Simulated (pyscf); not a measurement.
Atom transfer: F–SiH₂• + hydrogen fluoride (HF) → F–SiH₂–F + H atom (H•)

Gas phase, doublet surface, charge 0. Bonds broken: H3–F6. Bonds formed: Si1–F6. PySCF, gas phase, ωB97X-D3(BJ)/def2-SVP geometries. MP2 and CC: frozen core, UHF for open shells. ΔMP2 is the change of the MP2 total energy from the triple- to the quadruple-zeta basis.

Transition state (Å):

```xyz
6

Si     0.1788     0.3689    -0.2426
F      1.1838     1.6216    -0.0324
H     -0.3146    -0.3657     1.2142
H     -1.0449     0.9779    -0.8528
H      0.7656    -0.6664    -1.1206
F      0.8515    -0.4695     1.4919
```

One imaginary mode, 889i cm⁻¹; descent along it reached the two sides named.

| bond | change | reactant side (Å) | saddle | product side |
|---|---|---|---|---|
| H3–F6 | breaks | 0.931 | 1.203 | 3.6 |
| Si1–F6 | forms | 2.9 | 2.041 | 1.615 |

Electronic energies relative to the separated reactants (kcal/mol):

| level | barrier | reaction energy | reverse barrier |
|---|---|---|---|
| ωB97X-D3(BJ)/def2-TZVP | 16.1 | -23.4 | 39.5 |
| PBE/def2-TZVP | 11.8 | -18.9 | 30.7 |
| r²SCAN/def2-TZVP | 12.9 | -20.9 | 33.8 |
| B3LYP-D3(BJ)/def2-TZVP | 16.2 | -19.9 | 36.0 |
| PBE0-D3(BJ)/def2-TZVP | 15.9 | -20.1 | 35.9 |
| M06-2X/def2-TZVP | 20.8 | -22.8 | 43.6 |
| ωB97M-D3(BJ)/def2-TZVP | 16.9 | -23.2 | 40.0 |
| HF/def2-TZVP | 34.8 | -27.1 | 61.9 |
| MP2/def2-QZVPP | 22.1 | -24.4 | 46.6 |
| CCSD/def2-TZVPP | 23.9 | -20.3 | 44.2 |
| CCSD(T)/def2-TZVPP | 21.8 | -20.7 | 42.5 |
| CCSD(T)/def2-TZVPP + ΔMP2(QZVPP) | 21.4 | -20.9 | 42.3 |

With CCSD(T)/def2-TZVPP + ΔMP2(QZVPP) energies and thermal terms (ideal gas, 1 atm, RRHO with modes under 100 cm⁻¹ raised to 100, one conformer, R ln 2 for rigid chiral ones), in kcal/mol:

```json
[
 {"T (K)": "298", "ΔH‡": "19.2", "ΔG‡": "28.4", "ΔH": "-23.6", "ΔG": "-20.3"},
 {"T (K)": "600", "ΔH‡": "19.2", "ΔG‡": "37.8", "ΔH": "-23.1", "ΔG": "-17.1"},
 {"T (K)": "900", "ΔH‡": "19.5", "ΔG‡": "47.0", "ΔH": "-22.3", "ΔG": "-14.3"},
 {"T (K)": "1200", "ΔH‡": "20.1", "ΔG‡": "56.1", "ΔH": "-21.4", "ΔG": "-11.8"}
]
```

At the saddle there is also a short H–Si contact that neither side keeps. This is the saddle that the search found; another between the same sides may lie lower. The angle at the transferred F is 57°: a side-on saddle, likely not the lowest. The CCSD(T) − MP2 part came from Ansatz, without density fitting, on the same reference.
